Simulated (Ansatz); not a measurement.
**Molecular dynamics, step by step**

LiSiH2S (SMILES [Li][SiH]=[SH+]) (charge +1), singlet, PBE-D4/def2-SVP (Ansatz 0.2.0). Settings (timestep in fs, temperature in K; T counts 9 degrees of freedom):

```yaml
hamiltonian: {xc: pbe, dispersion: d4}
md: {n_steps: 80, timestep: 0.75, temperature: 300, ensemble: nve, seed: 576, initial_velocities: maxwell_boltzmann}
```

Start (the SMILES describes the start alone):

```xyz
5
angstrom
Li -2.4216 0.4489 1.2684
Si -0.5022 -0.1957 -0.3792
S 1.6104 -0.0033 -0.1879
H -0.3984 -0.7950 -1.7233
H 1.7118 0.5451 1.0220
```

```json
{"step": "0", "time (fs)": "0.00", "potential energy less the start (meV)": "0.0", "kinetic energy (meV)": "116.3", "T (K)": "300"}
{"step": "5", "time (fs)": "3.75", "potential energy less the start (meV)": "-17.4", "kinetic energy (meV)": "133.5", "T (K)": "344"}
{"step": "10", "time (fs)": "7.50", "potential energy less the start (meV)": "32.4", "kinetic energy (meV)": "85.2", "T (K)": "220"}
{"step": "15", "time (fs)": "11.25", "potential energy less the start (meV)": "-19.4", "kinetic energy (meV)": "135.3", "T (K)": "349"}
{"step": "20", "time (fs)": "15.00", "potential energy less the start (meV)": "67.3", "kinetic energy (meV)": "50.9", "T (K)": "131"}
{"step": "25", "time (fs)": "18.75", "potential energy less the start (meV)": "25.6", "kinetic energy (meV)": "90.7", "T (K)": "234"}
{"step": "30", "time (fs)": "22.50", "potential energy less the start (meV)": "81.8", "kinetic energy (meV)": "35.7", "T (K)": "92"}
{"step": "35", "time (fs)": "26.25", "potential energy less the start (meV)": "46.2", "kinetic energy (meV)": "70.3", "T (K)": "181"}
{"step": "40", "time (fs)": "30.00", "potential energy less the start (meV)": "31.8", "kinetic energy (meV)": "84.4", "T (K)": "218"}
{"step": "45", "time (fs)": "33.75", "potential energy less the start (meV)": "59.6", "kinetic energy (meV)": "57.9", "T (K)": "149"}
{"step": "50", "time (fs)": "37.50", "potential energy less the start (meV)": "18.0", "kinetic energy (meV)": "98.1", "T (K)": "253"}
{"step": "55", "time (fs)": "41.25", "potential energy less the start (meV)": "59.0", "kinetic energy (meV)": "58.5", "T (K)": "151"}
{"step": "60", "time (fs)": "45.00", "potential energy less the start (meV)": "58.9", "kinetic energy (meV)": "58.1", "T (K)": "150"}
{"step": "65", "time (fs)": "48.75", "potential energy less the start (meV)": "55.6", "kinetic energy (meV)": "61.3", "T (K)": "158"}
{"step": "70", "time (fs)": "52.50", "potential energy less the start (meV)": "72.4", "kinetic energy (meV)": "45.1", "T (K)": "116"}
{"step": "75", "time (fs)": "56.25", "potential energy less the start (meV)": "-2.2", "kinetic energy (meV)": "117.9", "T (K)": "304"}
{"step": "80", "time (fs)": "60.00", "potential energy less the start (meV)": "43.0", "kinetic energy (meV)": "74.8", "T (K)": "193"}
```

Step 30, positions (Å) and forces (eV/Å):

| atom | x | y | z | Fx | Fy | Fz |
| --- | --- | --- | --- | --- | --- | --- |
| Li1 | -2.500 | 0.434 | 1.374 | 0.160 | -0.001 | -0.188 |
| Si2 | -0.449 | -0.169 | -0.411 | -1.165 | -0.587 | -0.420 |
| S3 | 1.592 | -0.023 | -0.183 | 0.596 | 0.911 | 1.138 |
| H4 | -0.531 | -1.071 | -1.685 | 0.133 | 0.448 | 0.518 |
| H5 | 1.485 | 0.805 | 0.980 | 0.276 | -0.771 | -1.049 |

Step 70, positions (Å) and forces (eV/Å):

```json
{"atom": "Li1", "x": "-2.450", "y": "0.419", "z": "1.332", "Fx": "0.043", "Fy": "0.033", "Fz": "-0.086"}
{"atom": "Si2", "x": "-0.514", "y": "-0.172", "z": "-0.410", "Fx": "0.912", "Fy": "-0.334", "Fz": "-0.213"}
{"atom": "S3", "x": "1.627", "y": "-0.017", "z": "-0.171", "Fx": "-0.774", "Fy": "-1.012", "Fz": "-1.566"}
{"atom": "H4", "x": "-0.440", "y": "-1.050", "z": "-1.697", "Fx": "-0.065", "Fy": "0.405", "Fz": "0.551"}
{"atom": "H5", "x": "1.746", "y": "0.770", "z": "0.872", "Fx": "-0.117", "Fy": "0.908", "Fz": "1.313"}
```

Step 75, positions (Å) and forces (eV/Å):

| atom | x | y | z | Fx | Fy | Fz |
| --- | --- | --- | --- | --- | --- | --- |
| Li1 | -2.435 | 0.419 | 1.315 | 0.019 | 0.037 | -0.061 |
| Si2 | -0.509 | -0.173 | -0.404 | 0.778 | -0.222 | -0.058 |
| S3 | 1.621 | -0.016 | -0.175 | -0.559 | -0.123 | -0.343 |
| H4 | -0.445 | -1.024 | -1.685 | -0.058 | 0.254 | 0.313 |
| H5 | 1.721 | 0.762 | 0.938 | -0.180 | 0.054 | 0.148 |

Last step (80):

```xyz
5
angstrom
Li -2.4199 0.4202 1.2961
Si -0.5010 -0.1755 -0.3977
S 1.6121 -0.0164 -0.1806
H -0.4569 -0.9688 -1.6404
H 1.6744 0.7677 1.0298
```

The run took about 2.9 min on 2 CPU threads of an Intel Xeon (shared host).
